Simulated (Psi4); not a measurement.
# CH2FO (SMILES [O]CF): levels of theory compared

Aim: a comparison of 4 runs (UHF/3-21G, UHF/def2-SVP, USVWN5/pcseg-1, UMP2/6-311+G**) of CH2FO. 

Program for the calculation: Psi4 1.11.

3 further runs of the same task are left out: 3 set aside as unsound or not needed.

## Step 1: Starting point

CH2FO has 5 atoms, charge 0, and is taken as a doublet. As SMILES, `[O]CF`. Geometry: relaxed at PBE0-D4/def2-TZVP.

Bond lengths: O1–C2 1.303 Å, C2–F3 1.376 Å, C2–H4 1.109 Å, C2–H5 1.109 Å. Angles: O1–C2–F3 115.4°, O1–C2–H4 109.4°, O1–C2–H5 109.4°, F3–C2–H4 107.5°, F3–C2–H5 107.5°, H4–C2–H5 107.3°.

## Step 2: Energy and forces at UHF/3-21G (run 1)

job.py

```python
import psi4

psi4.set_memory(1600000000)
psi4.set_num_threads(1)
psi4.set_output_file('run.log', False)

mol = psi4.geometry("""
0 2
O
C 1 1.303329
F 2 1.376313 1 115.35109
H 2 1.109261 1 109.44467 3 121.31978
H 2 1.109408 4 107.32877 1 -118.68001
symmetry c1
no_reorient
no_com
""")

psi4.set_options(dict(reference='uhf', puream=True, e_convergence=1e-09, d_convergence=1e-08, scf_type='pk', maxiter=200))

result, w = psi4.gradient("hf/3-21G", return_wfn=True)
psi4.oeprop(w, "QUADRUPOLE", "DIPOLE", "MAYER_INDICES")
print('gradient / Eh bohr^-1')
print(result.np.round(6))
print(f'energy = {w.energy():.10f} Eh')
```

The run is started by

```console
$ python job.py
```

run.log:

```text
[...]
  Running in c1 symmetry.
[...]
  Nuclear repulsion =   72.124728823529665
[...]
  Multiplicity = 2
[...]
  Nalpha       = 13
  Nbeta        = 12
[...]
    Number of basis functions: 31
[...]
   @UHF iter   1:  -211.94820957846611   -6.47163e-01   1.41092e-02 ADIIS/DIIS
[...]
   @UHF iter  16:  -212.11135809164512   -1.13687e-12   9.89196e-09 DIIS
[...]
   @S^2 Observed:                7.576510852E-01
[...]
  @UHF Final Energy:  -212.11135809164512
   => Energetics <=
    Nuclear Repulsion Energy =             72.1247288235296651
    One-Electron Energy =                -436.4517730854418005
    Two-Electron Energy =                 152.2156861702670199
    Total Energy =                       -212.1113580916451156
  UHF NO Occupations:
  HONO-2 :   11  A 1.9989945
  HONO-1 :   12  A 1.9979588
[...]
  -Total Gradient:
     Atom            X                  Y                   Z
    ------   -----------------  -----------------  -----------------
       1        0.000001107254     0.002783070143     0.066522818517
       2        0.000060242646    -0.030658131442    -0.077258971992
       3        0.000004077834     0.012405961279    -0.001990288795
       4        0.011917499263     0.007711919420     0.006350735432
       5       -0.011982926998     0.007757180601     0.006375706839
[...]
```

On the terminal:

```text
gradient / Eh bohr^-1
[[ 1.0000e-06  2.7830e-03  6.6523e-02]
 [ 6.0000e-05 -3.0658e-02 -7.7259e-02]
 [ 4.0000e-06  1.2406e-02 -1.9900e-03]
 [ 1.1917e-02  7.7120e-03  6.3510e-03]
 [-1.1983e-02  7.7570e-03  6.3760e-03]]
energy = -212.1113580916 Eh
```

Wall time 2.2 s (1 thread of Intel Xeon Platinum 8259CL at 2.50GHz (Skylake/Cascade Lake), shared host); peak memory 0.19 GiB.

## Step 3: Energy and gradient at UHF/def2-SVP (run 2)

ch2fo.py

```python
import psi4

psi4.set_memory(1600000000)
psi4.set_num_threads(1)
psi4.set_output_file('run.log', False)

m = psi4.geometry("""
0 2
O     -2.12159552     0.38304749     1.15273294
C     -0.01814137    -0.02324363    -0.06236096
F      2.08909223    -0.33013515     1.43090062
H     -0.21335008    -1.74761872    -1.23814856
H      0.35810310     1.57886618    -1.36116973
units bohr
symmetry c1
""")

psi4.set_options({
    'basis': 'def2-SVP',
    'reference': 'uhf',
    'puream': True,
    'e_convergence': 1e-09,
    'd_convergence': 1e-08,
    'scf_type': 'pk',
    'maxiter': 200,
})

E, wfn = psi4.gradient("scf", return_wfn=True)
psi4.oeprop(wfn, "LOWDIN_CHARGES", "MAYER_INDICES", "DIPOLE", title="SCF")
print('gradient / Eh bohr^-1')
print(E.np.round(6))
print(f'energy = {wfn.energy():.10f} Eh')
```

The run is started by

```console
$ python ch2fo.py
```

run.log:

```text
[...]
  Running in c1 symmetry.
[...]
  Nuclear repulsion =   72.124732348310758
[...]
  Multiplicity = 2
[...]
  Nalpha       = 13
  Nbeta        = 12
[...]
    Number of basis functions: 52
[...]
   @UHF iter   1:  -212.95112166225988   -6.11944e-01   8.56689e-03 ADIIS/DIIS
[...]
   @UHF iter  16:  -213.11269612719269   -7.38964e-13   6.45422e-09 DIIS
[...]
   @S^2 Observed:                7.592037674E-01
[...]
  @UHF Final Energy:  -213.11269612719269
   => Energetics <=
    Nuclear Repulsion Energy =             72.1247323483107579
    One-Electron Energy =                -437.6986621445400942
    Two-Electron Energy =                 152.4612336690366305
    Total Energy =                       -213.1126961271926916
  UHF NO Occupations:
  HONO-2 :   11  A 1.9984187
  HONO-1 :   12  A 1.9979909
[...]
  -Total Gradient:
     Atom            X                  Y                   Z
    ------   -----------------  -----------------  -----------------
       1        0.014029581561    -0.002953012541    -0.014671114761
       2       -0.036043832938     0.007024901262     0.024417383152
       3        0.020331425109    -0.003215285263     0.007617972180
       4       -0.000150791986    -0.006201986023    -0.008440927016
       5        0.001833618253     0.005345382565    -0.008923313555
[...]
```

Standard output:

```text
gradient / Eh bohr^-1
[[ 0.01403  -0.002953 -0.014671]
 [-0.036044  0.007025  0.024417]
 [ 0.020331 -0.003215  0.007618]
 [-0.000151 -0.006202 -0.008441]
 [ 0.001834  0.005345 -0.008923]]
energy = -213.1126961272 Eh
```

Wall time 3.6 s (1 thread of Intel Xeon Platinum 8259CL at 2.50GHz (Skylake/Cascade Lake), shared host); peak memory 0.2 GiB.

## Step 4: Energy and forces at USVWN5/pcseg-1 (run 3)

ch2fo.py

```python
import psi4

psi4.set_memory(1600000000)
psi4.set_num_threads(1)
psi4.set_output_file('ch2fo.out', False)

m = psi4.geometry("""
0 2
O
C 1 1.303329
F 2 1.376313 1 115.35109
H 2 1.109261 1 109.44467 3 121.31978
H 2 1.109408 4 107.32877 1 -118.68001
units angstrom
symmetry c1
no_reorient
no_com
""")

psi4.set_options({
    'basis': 'pcseg-1',
    'reference': 'uks',
    'puream': True,
    'e_convergence': 1e-09,
    'd_convergence': 1e-08,
    'scf_type': 'pk',
    'dft_radial_points': 99,
    'dft_spherical_points': 590,
    'maxiter': 200,
})

e = psi4.gradient("scf", dft_functional={"name": "SVWN5", "x_functionals": {"LDA_X": {}}, "c_functionals": {"LDA_C_VWN": {}}})
print('gradient / Eh bohr^-1')
print(e.np.round(6))
```

The run is started by

```console
$ python ch2fo.py
```

ch2fo.out:

```text
[...]
  Running in c1 symmetry.
[...]
  Nuclear repulsion =   72.124728823529665
[...]
  Multiplicity = 2
[...]
  Nalpha       = 13
  Nbeta        = 12
[...]
    Number of basis functions: 52
[...]
   @UKS iter   1:  -212.58029641889584   -1.47279e-01   1.06075e-02 ADIIS/DIIS
[...]
   @UKS iter  12:  -212.72650740386229   -4.83169e-13   2.33620e-09 DIIS
[...]
   @S^2 Observed:                7.518611350E-01
[...]
  @UKS Final Energy:  -212.72650740386229
   => Energetics <=
    Nuclear Repulsion Energy =             72.1247288235296651
    One-Electron Energy =                -437.8992113639289983
    Two-Electron Energy =                 176.6260054069872467
    DFT Exchange-Correlation Energy =     -23.5780302704501921
    Empirical Dispersion Energy =           0.0000000000000000
    VV10 Nonlocal Energy =                  0.0000000000000000
    Total Energy =                       -212.7265074038622856
[...]
  -Total Gradient:
     Atom            X                  Y                   Z
    ------   -----------------  -----------------  -----------------
       1        0.000001840234    -0.004114958835    -0.016344389174
       2        0.000060734744     0.018733994828     0.035011157225
       3        0.000003475939     0.000140061835    -0.005690439892
       4       -0.009836079208    -0.007391096453    -0.006506860529
       5        0.009770031154    -0.007345940984    -0.006478170534
[...]
```

On the terminal:

```text
gradient / Eh bohr^-1
[[ 2.0000e-06 -4.1150e-03 -1.6344e-02]
 [ 6.1000e-05  1.8734e-02  3.5011e-02]
 [ 3.0000e-06  1.4000e-04 -5.6900e-03]
 [-9.8360e-03 -7.3910e-03 -6.5070e-03]
 [ 9.7700e-03 -7.3460e-03 -6.4780e-03]]
```

Run time: 11 s. Hardware: 1 thread of Intel Xeon Platinum 8259CL at 2.50GHz (Skylake/Cascade Lake), shared host; peak memory 0.33 GiB.

## Step 5: A single-point energy at UMP2/6-311+G(d,p) (run 4)

calc.py

```python
import psi4

psi4.set_memory('1600 MB')
psi4.set_num_threads(1)
psi4.core.set_output_file('run.log', False)

molecule = psi4.geometry("""
0 2
O     -2.12159552     0.38304749     1.15273294
C     -0.01814137    -0.02324363    -0.06236096
F      2.08909223    -0.33013515     1.43090062
H     -0.21335008    -1.74761872    -1.23814856
H      0.35810310     1.57886618    -1.36116973
units au
symmetry c1
no_reorient
no_com
""")

options = {'reference': 'uhf', 'puream': True, 'e_convergence': 1e-09, 'd_convergence': 1e-08, 'scf_type': 'pk', 'num_frozen_docc': 3, 'mp2_type': 'conv', 'maxiter': 200}
psi4.set_options(options)

energy_value, wavefunction = psi4.energy("mp2/6-311+G**", molecule=molecule, return_wfn=True)
print(f'mp2/6-311+G** energy: {energy_value:.10f} Eh')
```

The run is started by

```console
$ python calc.py
```

run.log:

```text
[...]
  Running in c1 symmetry.
[...]
  Nuclear repulsion =   72.124732348310758
[...]
  Multiplicity = 2
[...]
  Nalpha       = 13
  Nbeta        = 12
[...]
    Number of basis functions: 78
[...]
   @UHF iter   1:  -213.18214936248816   -6.58475e-01   5.97898e-03 ADIIS/DIIS
[...]
   @UHF iter  15:  -213.34734337966506   -5.22959e-12   9.80859e-09 DIIS
[...]
   @S^2 Observed:                7.606207036E-01
[...]
  @UHF Final Energy:  -213.34734337966506
   => Energetics <=
    Nuclear Repulsion Energy =             72.1247323483107579
    One-Electron Energy =                -437.9019132999000021
    Two-Electron Energy =                 152.4298375719241676
    Total Energy =                       -213.3473433796650625
  UHF NO Occupations:
  HONO-2 :   11  A 1.9984239
  HONO-1 :   12  A 1.9976233
[...]
 Multipole Moments:
 ------------------------------------------------------------------------------------
     Multipole            Electronic (a.u.)      Nuclear  (a.u.)        Total (a.u.)
 ------------------------------------------------------------------------------------
 L = 1.  Multiply by 2.5417464519 to convert [e a0] to [Debye]
 Dipole X            :         -2.0032368            1.8649707           -0.1382661
 Dipole Y            :          0.2061985           -0.2150507           -0.0088522
 Dipole Z            :        -20.0087150           19.1264850           -0.8822300
 Magnitude           :                                                    0.8930429
[...]
	SCS-MP2 Total Energy (a.u.)        :  -213.84396401310104
	SOS-MP2 Total Energy (a.u.)        :  -213.80000637975388
	SCSN-MP2 Total Energy (a.u.)       :  -213.57943968373817
[...]
	SOS-PI-MP2 Total Energy (a.u.)     :  -213.87545021310203
[...]
	MP2 Total Energy (a.u.)            :  -213.85643544644728
[...]
```

Standard output:

```text
mp2/6-311+G** energy: -213.8564354464 Eh
```

Wall time 5.4 s (1 thread of Intel Xeon Platinum 8259CL at 2.50GHz (Skylake/Cascade Lake), shared host); peak memory 0.35 GiB.

## Step 6: All runs side by side

```csv
run,level,integration grid,task,energy (Eh),dipole moment (D),HOMO energy (eV),LUMO energy (eV),wall time
1,UHF/3-21G,–,gradient,-212.111358,2.34,-13.50,2.79,2.2 s
2,UHF/def2-SVP,–,gradient,-213.112696,2.20,-14.03,2.23,3.6 s
3,USVWN5/pcseg-1,99 radial × 590 angular,gradient,-212.726507,2.44,-7.33,-6.17,11 s
4,UMP2/6-311+G**,–,energy,-213.856435,–,-14.09,1.56,5.4 s
```

## Step 7: Summary of results

| quantity | value |
| --- | --- |
| run 4: total energy | -213.85644 Eh |
| run 4: HOMO energy (Hartree–Fock orbitals) (highest over α and β) | -14.09 eV |
| run 4: LUMO energy (Hartree–Fock orbitals) (lowest over α and β) | 1.56 eV |
| run 4: correlation energy (3 core orbitals frozen) | -509.1 mEh |
| run 4: ⟨S²⟩ of the reference determinant | 0.761 |

Over runs 1, 2, 3 the dipole moment (its size) runs from 2.20 D (UHF/def2-SVP) to 2.44 D (USVWN5/pcseg-1). The two ends differ in method and basis. All runs together took 22 s, the longest 11 s.
